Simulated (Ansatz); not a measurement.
C4H6O can be A, `C=CCC=O`, or B, `C1=CCOC1`.

Isolated molecules relaxed with PBE0-D4/def2-TZVP in Ansatz; ΔE leaves out vibrations. CBS: MP2 limit from def2 TZ/QZ plus the TZ coupled-cluster correction, frozen cores. DFT in def2-TZVPP. B3LYP here is the variant with VWN-RPA as its local correlation; programs differ in this. Each species was taken in one conformer, which may not be the lowest.

Task: Which is lower in electronic energy at CCSD(T)/CBS, and by how much? (An estimate is asked.)

Result: Computed: A, by 7.2 kJ/mol.

Task: Give E(B) − E(A) in kJ/mol with PBE-D4, CCSD(T)/def2-TZVPP, B3LYP, CCSD/def2-TZVPP, CCSD(T)/def2-SVP, HF/def2-TZVPP, MP2/def2-TZVPP. (An estimate is asked.)

Result: Ansatz gave: PBE-D4 7.2, CCSD(T)/def2-TZVPP 10.1, B3LYP 19.3, CCSD/def2-TZVPP 9.1, CCSD(T)/def2-SVP 23.8, HF/def2-TZVPP 19.6, MP2/def2-TZVPP 6.4. None reverses the order clearly.

Task: Does the order hold for the free energy at 298.15 K (harmonic terms from PBE0-D4)? (An estimate is asked.)

Result: Computed: Yes: G(B) − G(A) = +22.6 kJ/mol, for one conformer each.

Largest T1 diagnostic: 0.013.

From BLYP to BHLYP (50 % exact exchange), in def2-TZVPP and without D4, E(B) − E(A) moves by −23.6 kJ/mol. At CCSD(T), def2-SVP lies +16.5 kJ/mol from the extrapolated value and def2-TZVPP +2.9 kJ/mol.
